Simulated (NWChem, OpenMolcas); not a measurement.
How basis sets differ on CHFO (formyl fluoride)

CHFO: 4 atoms, total charge 0, spin state singlet. SMILES: `O=CF`. Geometry: relaxed at PBE0-D4/def2-TZVP.

Quantity: the dipole moment, in D. The values are calculated.

**What was measured.** NIST CCCBDB gives the dipole moment of the gas as 2.02 D.

| level | kind | program | value (D) | computed − measured | CPU time |
| --- | --- | --- | --- | --- | --- |
| HF/STO-3G | Hartree–Fock | OpenMolcas | 1.45 | -0.57 | 2.1 s |
| HF/3-21G | Hartree–Fock | OpenMolcas | 2.45 | +0.43 | 2.1 s |
| HF/def2-SVP | Hartree–Fock | NWChem | 2.46 | +0.44 | 3.1 s |
| HF/def2-TZVPP | Hartree–Fock | NWChem | 2.45 | +0.43 | 26 s |

Nearest: HF/3-21G (+0.43 D), HF/def2-TZVPP (+0.43 D); farthest: HF/STO-3G (-0.57 D). The measured dipole is a vibrational average, so differences of a few hundredths of a debye mean little. Sets without polarisation functions give poor dipoles. CPU times are rough (shared hosts, several kinds of processor): they show what a rung costs within a factor of a few.
